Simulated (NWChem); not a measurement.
# C3H3N (E-propargylimine) at 3 levels

Wanted: a comparison of 3 runs (B2PLYP/def2-SVPD, CAM-B3LYP/def2-SVPD, wB97X/def2-SVPD) of C3H3N (E-propargylimine). 

The results are computed with NWChem 7.3.0.

## (1) Starting point

The species is C3H3N (7 atoms), meant as a singlet with charge 0. SMILES: `[H]/N=C/C#C`. Geometry: relaxed at PBE0-D4/def2-TZVP.

Bond lengths: N2–C3 1.269 Å, C3–C4 1.429 Å, C4–C5 1.201 Å, H1–N2 1.019 Å, C3–H6 1.096 Å, C5–H7 1.065 Å. Angles: N2–C3–C4 121.8°, C3–C4–C5 176.6°, N2–C3–H6 123.7°, C4–C3–H6 114.5°, H1–N2–C3 110.0°, C4–C5–H7 178.7°.

## (2) The energy at B2PLYP/def2-SVPD (run 1)

The input, input.nw:

```
start input
title "E-propargylimine"
memory 2200 mb

geometry units au noautosym nocenter noautoz
  H   1.59060138 -3.80776035  2.27403973
  N   0.19445282 -2.89029831  1.31490923
  C   0.93845689 -0.70112619  0.68088722
  C  -0.64946107  0.99785098 -0.69031695
  C  -1.88275304  2.51745535 -1.84095229
  H   2.81803519  0.04856596  1.12342328
  H  -3.00935106  3.83535035 -2.86200911
end

basis spherical bse
  * library def2-SVPD
end

dft
  xc hfexch 0.53 becke88 0.47 lyp 0.73 mp2 0.27
  dftmp2 semidirect
  grid fine
  convergence energy 1e-08
  iterations 100
  mulliken
end

mp2
  freeze core 4
end

task dft
```

Command:

```bash
$ nwchem input.nw > input.out
```

The log of the run:

```text
[...]
          Wavefunction type:  closed shell.
          No. of atoms     :     7
          No. of electrons :    28
[...]
          Charge           :     0
          Spin multiplicity:     1
[...]
          AO basis - number of functions:   104
[...]
              XC Information
              --------------
                     Hartree-Fock (Exact) Exchange  0.530
                    Becke 1988 Exchange Functional  0.470
              Lee-Yang-Parr Correlation Functional  0.730
[...]
 d= 0,ls=0.0,diis     1   -170.2304514124 -2.61D+02  2.47D-02  4.41D-01     2.4
[...]
 d= 0,ls=0.0,diis    11   -170.2946201917 -8.00D-09  8.58D-07  6.79D-09    21.3
         Total DFT energy =     -170.294620191674
      One electron energy =     -407.554802341186
           Coulomb energy =      170.596448673319
    Exchange-Corr. energy =      -23.789946673013
 Nuclear repulsion energy =       90.453680149205
[...]
      Total Density - Mulliken Population Analysis
     ---------------------------------------------
    Atom       Charge   Shell Charges
 -----------   ------   -------------------------------------------------------
    1 H    1     0.97   0.75  0.17  0.04 -0.01
    2 N    7     7.26   1.99  1.06  0.50  0.23  2.32  1.12  0.03  0.01
    3 C    6     5.67   1.99  0.94  0.14 -0.02  2.04  0.63  0.07 -0.12
    4 C    6     4.75   1.99  0.93 -0.02 -0.08  2.05 -0.19  0.03  0.03
    5 C    6     7.14   1.99  0.92  1.89  0.05  2.01  0.27  0.03 -0.01
    6 H    1     1.13   0.76  0.29  0.02  0.06
    7 H    1     1.09   0.75  0.29  0.03  0.03
[...]
  Basis functions       =    104
[...]
```

Wall time 25 s (1 thread of Intel Xeon Platinum 8488C (Sapphire Rapids), shared host); peak memory 0.29 GiB.

## (3) Energy and gradient at CAM-B3LYP/def2-SVPD (run 2)

The input, input.nw:

```
start input
memory stack 880 mb heap 220 mb global 1100 mb
charge 0
geometry noautosym nocenter noautoz
  H     0.841710   -2.014980    1.203370
  N     0.102900   -1.529480    0.695820
  C     0.496610   -0.371020    0.360310
  C    -0.343680    0.528040   -0.365300
  C    -0.996310    1.332180   -0.974190
  H     1.491240    0.025700    0.594490
  H    -1.592480    2.029580   -1.514510
end
basis spherical bse
  * library def2-SVPD
end
dft
  xc xcamb88 1.00 lyp 0.81 vwn_5 0.19 hfexch 1.00
  cam 0.33 cam_alpha 0.19 cam_beta 0.46
  grid fine
  convergence energy 1e-08
  direct
  maxiter 100
  mulliken
end
task dft gradient
```

Command:

```bash
$ nwchem input.nw > input.out
```

The log of the run:

```text
[...]
          Wavefunction type:  closed shell.
          No. of atoms     :     7
          No. of electrons :    28
[...]
          Charge           :     0
          Spin multiplicity:     1
[...]
          AO basis - number of functions:   104
[...]
              XC Information
              --------------
                     Hartree-Fock (Exact) Exchange  1.000
                   CAM-Becke88 Exchange Functional  1.000
                      VWN V Correlation Functional  0.190 local
              Lee-Yang-Parr Correlation Functional  0.810
[...]
 d= 0,ls=0.0,diis     1   -170.4941514550 -2.61D+02  3.86D-02  5.36D-01     8.0
[...]
 d= 0,ls=0.0,diis    11   -170.5633632036 -7.27D-09  9.82D-07  8.73D-09    88.1
         Total DFT energy =     -170.563363203553
      One electron energy =     -407.706260433177
           Coulomb energy =      170.745334513454
    Exchange-Corr. energy =      -24.056123930950
 Nuclear repulsion energy =       90.453686647120
[...]
      Total Density - Mulliken Population Analysis
     ---------------------------------------------
    Atom       Charge   Shell Charges
 -----------   ------   -------------------------------------------------------
    1 H    1     0.99   0.75  0.20  0.04 -0.01
    2 N    7     7.13   1.99  1.07  0.43  0.26  2.35  1.00  0.03  0.01
    3 C    6     5.76   1.98  0.95  0.15 -0.02  2.08  0.60  0.06 -0.06
    4 C    6     4.56   1.98  0.95  0.01 -0.13  2.08 -0.43  0.03  0.06
    5 C    6     7.20   1.98  0.93  2.05  0.05  2.05  0.12  0.02 -0.01
    6 H    1     1.20   0.76  0.36  0.02  0.06
    7 H    1     1.17   0.74  0.36  0.03  0.03
[...]
  wavefunction    = closed shell
[...]
                         DFT ENERGY GRADIENTS
    atom               coordinates                        gradient
                 x          y          z           x          y          z
   1 H       1.590601  -3.807760   2.274040    0.000053   0.002488  -0.001043
   2 N       0.194453  -2.890298   1.314909   -0.002100   0.000581  -0.001101
   3 C       0.938457  -0.701126   0.680887    0.001292   0.003072  -0.000790
   4 C      -0.649461   0.997851  -0.690317   -0.001451   0.001428  -0.001198
   5 C      -1.882753   2.517455  -1.840952    0.002694  -0.003120   0.002427
   6 H       2.818035   0.048566   1.123423   -0.004117  -0.000219  -0.001578
   7 H      -3.009351   3.835350  -2.862009    0.003629  -0.004229   0.003282
[...]
```

Wall time 2.3 min (1 thread of Intel Xeon Platinum 8488C (Sapphire Rapids), shared host); peak memory 0.11 GiB.

## (4) Energy and forces at wB97X/def2-SVPD (run 3)

The input, nw.nw:

```
start nw
title "C3H3N gradient"
memory stack 880 mb heap 220 mb global 1100 mb
geometry units bohr noautosym nocenter noautoz
  H      1.59060138    -3.80776035     2.27403973
  N      0.19445282    -2.89029831     1.31490923
  C      0.93845689    -0.70112619     0.68088722
  C     -0.64946107     0.99785098    -0.69031695
  C     -1.88275304     2.51745535    -1.84095229
  H      2.81803519     0.04856596     1.12342328
  H     -3.00935106     3.83535035    -2.86200911
end
basis spherical bse
  * library def2-SVPD
end
dft
  xc wb97x
  grid fine
  convergence energy 1e-08
  maxiter 100
  mulliken
end
task dft gradient
```

Command:

```bash
$ nwchem nw.nw > nw.out
```

The log of the run:

```text
[...]
          Wavefunction type:  closed shell.
          No. of atoms     :     7
          No. of electrons :    28
[...]
          Charge           :     0
          Spin multiplicity:     1
[...]
          AO basis - number of functions:   104
[...]
              XC Information
              --------------
                       wb97x  Method XC Functional
                     Hartree-Fock (Exact) Exchange  1.000
                         wb97x Exchange Functional  1.000
                      wb97x Correlation Functional  1.000
[...]
 d= 0,ls=0.0,diis     1   -170.5384455013 -2.61D+02  2.49D-02  4.82D-01     9.0
[...]
 d= 0,ls=0.0,diis    12   -170.6037129791 -1.07D-09  1.17D-06  1.27D-09    94.4
         Total DFT energy =     -170.603712979091
      One electron energy =     -407.671529731889
           Coulomb energy =      170.711309087448
    Exchange-Corr. energy =      -24.097172483855
 Nuclear repulsion energy =       90.453680149205
[...]
      Total Density - Mulliken Population Analysis
     ---------------------------------------------
    Atom       Charge   Shell Charges
 -----------   ------   -------------------------------------------------------
    1 H    1     0.98   0.75  0.19  0.04 -0.01
    2 N    7     7.15   1.99  1.06  0.44  0.23  2.34  1.06  0.03  0.01
    3 C    6     5.79   1.98  0.95  0.16 -0.02  2.06  0.65  0.06 -0.06
    4 C    6     4.64   1.99  0.94 -0.07 -0.12  2.07 -0.23  0.03  0.03
    5 C    6     7.18   1.98  0.93  1.90  0.04  2.03  0.27  0.02 -0.00
    6 H    1     1.15   0.76  0.31  0.02  0.05
    7 H    1     1.12   0.75  0.32  0.03  0.02
[...]
  wavefunction    = closed shell
[...]
                         DFT ENERGY GRADIENTS
    atom               coordinates                        gradient
                 x          y          z           x          y          z
   1 H       1.590601  -3.807760   2.274040   -0.000225   0.001847  -0.000881
   2 N       0.194453  -2.890298   1.314909   -0.000469   0.001962  -0.001029
   3 C       0.938457  -0.701126   0.680887   -0.002446   0.005287  -0.003254
   4 C      -0.649461   0.997851  -0.690317   -0.000354   0.001005  -0.000572
   5 C      -1.882753   2.517455  -1.840952    0.003790  -0.004354   0.003400
   6 H       2.818035   0.048566   1.123423   -0.004712  -0.000565  -0.001672
   7 H      -3.009351   3.835350  -2.862009    0.004417  -0.005182   0.004009
[...]
```

Run time: 2.3 min. Hardware: 1 thread of Intel Xeon Platinum 8488C (Sapphire Rapids), shared host; peak memory 0.11 GiB.

## (5) Overview of the runs

| run | level | task | frozen core orbitals | energy (Eh) | dipole moment (D) | HOMO energy (eV) | LUMO energy (eV) | wall time |
| --- | --- | --- | --- | --- | --- | --- | --- | --- |
| 1 | B2PLYP/def2-SVPD | energy | 4 | -170.485041 | 2.03 | -9.07 | -0.08 | 25 s |
| 2 | CAM-B3LYP/def2-SVPD | gradient | – | -170.563363 | 2.02 | -9.49 | -0.40 | 2.3 min |
| 3 | wB97X/def2-SVPD | gradient | – | -170.603713 | 2.03 | -10.53 | 0.64 | 2.3 min |

## (6) Results

```
                       quantity          value
            run 3: total energy  -170.60371 Eh
           run 3: dipole moment         2.03 D
             run 3: HOMO energy      -10.53 eV
             run 3: LUMO energy        0.64 eV
           run 3: HOMO–LUMO gap       11.17 eV
run 3: largest force on an atom     0.406 eV/Å
```

What this shows: The dipole moment (its size) runs from 2.02 D (CAM-B3LYP/def2-SVPD) to 2.03 D (B2PLYP/def2-SVPD). A double hybrid's value is that of its SCF part. The HOMO–LUMO gap runs from 8.99 eV (B2PLYP/def2-SVPD) to 11.17 eV (wB97X/def2-SVPD). Totals of different functionals can't be ranked against each other. All runs together took 5 min, the longest 2.3 min.
